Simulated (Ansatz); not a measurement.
BClH$_{4}$Si (`B[SiH2]Cl`), relaxed with RKS PBE-D4/def2-SVP in Ansatz 0.2.0 from a rough embedded geometry. The force threshold is 0.03 eV/Å; the program also tests the step.

The species carries charge 0 and has multiplicity 1.

Start:

```xyz
7

B     0.907    0.436    0.587
Si   -0.463   -0.503   -0.306
Cl   -1.255    0.695   -1.815
H     0.902    0.487    1.723
H     1.368    1.452    0.051
H     0.076   -1.733   -0.900
H    -1.535   -0.834    0.660
```

```csv
step,energy (eV),largest force (eV/Å),largest move (Å)
1,-21123.5624,2.367,0.000
2,-21123.9535,1.466,0.198
3,-21124.0309,0.337,0.091
4,-21124.0427,0.122,0.039
5 (rejected),-21124.0376,0.297,0.090
6,-21124.0486,0.037,0.043
7,-21124.0539,0.030,0.100
8 (rejected),-21124.0536,0.245,0.146
9,-21124.0567,0.044,0.073
10,-21124.0580,0.117,0.073
11 (rejected),-21124.0567,0.205,0.077
12,-21124.0596,0.044,0.038
13,-21124.0604,0.024,0.056
14,-21124.0608,0.048,0.048
15,-21124.0609,0.041,0.011
16,-21124.0610,0.018,0.018
```

End:

```xyz
7

B     0.864    0.620    0.633
Si   -0.534   -0.449   -0.335
Cl   -1.278    0.488   -2.053
H     1.335    0.147    1.652
H     1.267    1.704    0.260
H     0.043   -1.782   -0.742
H    -1.698   -0.727    0.585
```

Run time 13 s (2 threads of an Arm Neoverse V2 on a shared host); peak host memory 0.14 GiB.
